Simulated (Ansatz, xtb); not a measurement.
## Relative energy of two isomers of C3H5FO

We compare X, `C[C@H](F)C=O`, a singlet, with Y, `O=CCCF`, a singlet. Both are isolated molecules in the gas phase, relaxed with B3LYP/def2-SVP, each in the lowest conformer that the search found.

Problem. Estimate which is lower in electronic energy at CCSD(T)/def2-SVP + ΔMP2/def2-TZVPP, and by roughly how much.

Solution. The CCSD(T)/def2-SVP + ΔMP2/def2-TZVPP calculation puts structure X lower, by 1.17 kcal/mol.

The same difference at several levels:

```json
{"level": "GFN2-xTB", "geometry": "GFN2-xTB", "E(Y) − E(X) (kcal/mol)": "−0.64", "departure from the last row (kcal/mol)": "−1.81", "job, with rough time for the two": "optimisation, 0.23 s"}
{"level": "HF/STO-3G", "geometry": "GFN2-xTB", "E(Y) − E(X) (kcal/mol)": "+0.91", "departure from the last row (kcal/mol)": "−0.26", "job, with rough time for the two": "single point, 1.2 s"}
{"level": "r2SCAN-D4/def2-SVP", "geometry": "GFN2-xTB", "E(Y) − E(X) (kcal/mol)": "+1.33", "departure from the last row (kcal/mol)": "+0.16", "job, with rough time for the two": "single point, 4.7 s"}
{"level": "B3LYP/def2-SVP", "geometry": "B3LYP/def2-SVP", "E(Y) − E(X) (kcal/mol)": "+1.05", "departure from the last row (kcal/mol)": "−0.12", "job, with rough time for the two": "optimisation, 51 s"}
{"level": "HF/def2-SVP", "geometry": "B3LYP/def2-SVP", "E(Y) − E(X) (kcal/mol)": "+0.49", "departure from the last row (kcal/mol)": "−0.69", "job, with rough time for the two": "part of the CCSD(T) run"}
{"level": "MP2/def2-SVP", "geometry": "B3LYP/def2-SVP", "E(Y) − E(X) (kcal/mol)": "+1.15", "departure from the last row (kcal/mol)": "−0.02", "job, with rough time for the two": "part of the CCSD(T) run"}
{"level": "CCSD(T)/def2-SVP", "geometry": "B3LYP/def2-SVP", "E(Y) − E(X) (kcal/mol)": "+1.22", "departure from the last row (kcal/mol)": "+0.05", "job, with rough time for the two": "single point"}
{"level": "CCSD(T)/def2-SVP + ΔMP2/def2-TZVPP", "geometry": "B3LYP/def2-SVP", "E(Y) − E(X) (kcal/mol)": "+1.17", "departure from the last row (kcal/mol)": "", "job, with rough time for the two": "single point, 26 s"}
```

As drawn, both hold the same kinds of bond in the same numbers. Structure X has 1 methyl group, Y 0.

GFN2-xTB puts the two in the other order. HF/def2-SVP finds them nearly level. The largest departure from CCSD(T)/def2-SVP + ΔMP2/def2-TZVPP is that of GFN2-xTB, 1.81 kcal/mol. The last row adds to CCSD(T) the change of the MP2 difference between the two basis sets, here −0.05 kcal/mol.

With harmonic frequencies from B3LYP/def2-SVP (ideal gas, rigid rotor, one conformer each, 298.15 K, 1 atm): on the last row, ΔE + ΔZPE = +1.75, ΔH = +1.68, ΔG = +1.70 kcal/mol.

The correlated steps freeze 5 core orbitals. Mirror images aren't counted in ΔG. Run with Ansatz 0.2.0, xtb 6.7.1; the last row on 2 threads of Intel(R) Xeon(R) Processor on a shared host.
